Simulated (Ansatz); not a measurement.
A calculation with Ansatz (development build ahead of 0.2.0).

```yaml
crystal:
  periodic: [false, false, false]
  atoms:
    - { symbol: C, position_ang: [0.0, 0.0, 0.0] }
    - { symbol: F, position_ang: [0.82038, 0.82038, 0.82038] }
    - { symbol: F, position_ang: [0.82038, -0.82038, -0.82038] }
    - { symbol: F, position_ang: [-0.82038, 0.82038, -0.82038] }
    - { symbol: F, position_ang: [-0.82038, -0.82038, 0.82038] }
basis:
  gaussian: { orbitals: def2-TZVP }
hamiltonian:
  xc: hf
correlation:
  method: mp2
  frozen_orbitals: { C: 1, F: 1 }
```

The input is written out in the form of the current development build from the run's settings.

The run gave:

```yaml
Converged: yes
Reference_energy: -435.77909 hartree
Correlation_energy: -1.16751 hartree
Total_energy: -436.94660 hartree
Spin_squared_of_the_determinant: 0.000
```

Caution: no unrestricted run beside it, a lower state can exist.
